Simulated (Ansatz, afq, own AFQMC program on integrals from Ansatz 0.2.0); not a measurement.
# Where AFQMC and coupled cluster stand for SiH3⁺, triplet

```yaml
atoms:
  - { symbol: Si, position_ang: [0.0000, 0.1375, -0.1599] }
  - { symbol: H, position_ang: [0.0000, -2.4902, -1.6732] }
  - { symbol: H, position_ang: [0.8927, -0.6701, 3.0650] }
  - { symbol: H, position_ang: [-0.8927, -0.6701, 3.0650] }
```

Basis cc-pVDZ. Only valence electrons are correlated. Ansatz 0.2.0 and our own AFQMC program on the same integrals; the CISD trial comes from CCSD amplitudes, and released means the phaseless constraint is let go. Uncertainties: one standard error, sampling alone.

Determinant: UHF, the one that the program's search chose, which needn't be the lowest solution. The geometry is a point of a scan.

Full CI on the same integrals is exact in this basis and with this determinant's frozen core.

Cautions: lower spins were not checked; strong correlation (T1 0.128, weight of the determinant 0.59, largest double 0.49); unrestricted determinant spin contaminated (⟨S²⟩ 2.81 against 2.00).

```
T1 diagnostic                               : 0.1277
weight of the determinant in the CISD state : 0.586
⟨S²⟩ of the determinant                     : 2.809
size of the correlated space                : 6 electrons in 28 orbitals
```

```json
{"level": "MP2", "correlation energy (eV)": "-1.0716"}
{"level": "CCSD", "correlation energy (eV)": "-2.1806"}
{"level": "CCSD(T)", "correlation energy (eV)": "-2.2061"}
```

Estimate where full CI lies against CCSD(T) on the same integrals.

0.62 mEh below CCSD(T).

Reference: full CI, correlation energy -2.223 eV. The released energy is read at 2.40 1/Eh (meV from the phaseless value at times in 1/Eh: -4 ± 3 at 0.24, -6 ± 3 at 0.51, -8 ± 3 at 0.99, -20 ± 6 at 1.62, -19 ± 5 at 2.40). The cautions show a poor starting determinant, so the rows tell how each method copes with it here, and full CI is the sure value.

```tsv
level	E − E(reference) (mEh)	share of correlation (%)
CCSD(T)	0.62	99.25
CCSDT	0.10	99.88
CCSDT(Q)	0.07	99.92
CCSDTQ	0.00	100.00
ph-AFQMC/CISD	0.91 ± 0.18	98.88
released AFQMC	0.20 ± 0.17	99.76
```

CCSDT and higher add their correlation energy to the determinant of the CCSD(T) run, since their own runs factorise the integrals more tightly (a shift of under 2 meV). Released energies are given only where the last usable release times agree within the noise; a slower fall can still hide under it.
